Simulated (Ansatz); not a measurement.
# C2H3NO2: one species, many methods

One table from this session's results is given with a row withheld; the runs are named, their logs left out.

Method: functionals in def2-TZVPP, the program's frozen cores in correlated methods; program: Ansatz 0.2.0, Gaussian basis.

Levels to be run: LDA (SPW92), PBE-D4, revPBE-D4, BLYP-D4, r2SCAN-D4, B97M-V, PBE0-D4, B3LYP-D4, r2SCANh-D4, r2SCAN0-D4, HSE06-D4, BHLYP-D4, CAM-B3LYP-D4, LC-ωPBE, ωB97X-V, ωB97M-V, B2PLYP, PBE-QIDH; CCSD(T)/def2-SVP; CCSD(T)/def2-TZVPP; MP2/def2-QZVPP; extrapolation to the limit; RPA on PBE.

### The relaxed structure

The geometry comes from an earlier relaxation with PBE0-D4 in a triple-zeta def2 set; it is a stationary point, not always the lowest conformer.

SMILES `N=C1OCO1`, 8 atoms, charge 0, spin multiplicity 1.

Atoms are counted from 1 here; the program's logs count them from 0.

Bond lengths: N1–C2 1.238 Å, N1–H6 1.013 Å, C2–O3 1.363 Å, C2–O5 1.373 Å, O3–C4 1.422 Å, C4–O5 1.424 Å, C4–H7 1.092 Å, C4–H8 1.092 Å. Angles: C2–N1–H6 112.4°, N1–C2–O3 129.2°, N1–C2–O5 135.2°, O3–C2–O5 95.6°, C2–O3–C4 87.0°, O3–C4–O5 90.9°, O3–C4–H7 112.8°, O3–C4–H8 112.8°, O5–C4–H7 112.8°, O5–C4–H8 112.8°, H7–C4–H8 113.0°, C2–O5–C4 86.5°.

The first run:

in.yaml

```yaml
crystal:
  periodic: [false, false, false]
  atoms:
    - {symbol: N, position_ang: [-0.533012, 1.886466, -0.190041]}
    - {symbol: C, position_ang: [-0.179893, 0.702632, -0.110879]}
    - {symbol: O, position_ang: [0.413152, -0.083728, -1.052353]}
    - {symbol: C, position_ang: [0.399473, -1.124735, -0.083543]}
    - {symbol: O, position_ang: [-0.220637, -0.262611, 0.865220]}
    - {symbol: H, position_ang: [-0.951540, 2.223668, 0.669155]}
    - {symbol: H, position_ang: [1.401856, -1.435076, 0.218856]}
    - {symbol: H, position_ang: [-0.237298, -1.963615, -0.372216]}
basis:
  gaussian: {orbitals: def2-TZVPP}
hamiltonian: {xc: lda}
output: {orbitals: {seedname: orbitals}}
```

Command:

```
ansatz run in.yaml --threads 2 --pin off --events-out ev --progress --plain --max-ram 4352MiB
```

Steps of the session up to this table: LDA; PBE-D4 (GGA); revPBE-D4 (GGA); BLYP-D4 (GGA); r2SCAN-D4 (meta-GGA); B97M-V (meta-GGA); PBE0-D4 (hybrid); B3LYP-D4 (hybrid); r2SCANh-D4 (hybrid); r2SCAN0-D4 (hybrid); HSE06-D4 (hybrid); BHLYP-D4 (hybrid); CAM-B3LYP-D4 (range-separated); LC-ωPBE (range-separated); ωB97X-V (range-separated); ωB97M-V (range-separated); B2PLYP (double hybrid); PBE-QIDH (double hybrid).

One of the session's tables, all rows but one given; the rest of the session is left out.

It belongs to the step «Frontier levels by functional». 

```
  functional  HOMO (eV)  LUMO (eV)  gap (eV)
 LDA (SPW92)      -6.71      -0.22      6.49
      PBE-D4      -6.53       0.05      6.58
   revPBE-D4      -6.46       0.16      6.62
     BLYP-D4          ?          ?         ?
   r2SCAN-D4      -6.81       0.40      7.21
      B97M-V      -6.87       0.48      7.35
     PBE0-D4      -7.94       1.16      9.10
    B3LYP-D4      -7.71       0.83      8.54
  r2SCANh-D4      -7.34       0.81      8.15
  r2SCAN0-D4      -8.14       1.43      9.57
    HSE06-D4      -7.53       0.78      8.31
    BHLYP-D4      -9.26       1.97     11.23
CAM-B3LYP-D4      -9.34       2.13     11.48
     LC-ωPBE     -10.67       3.50     14.18
     ωB97X-V     -10.31       3.31     13.62
     ωB97M-V     -10.22       2.83     13.06
```

Q: Estimate the row for BLYP-D4 from the others.

Worked estimate for «HOMO (eV)». Against the share of exact exchange, B3LYP-D4 (0.2, -7.71), BHLYP-D4 (0.5, -9.26) give a slope of -5.17 per unit share; at 0 the line stands at -6.68.

**Answer.** HOMO (eV): -6.42; LUMO (eV): 0.12; gap (eV): 6.54. In «HOMO (eV)» the line misses by -0.26.
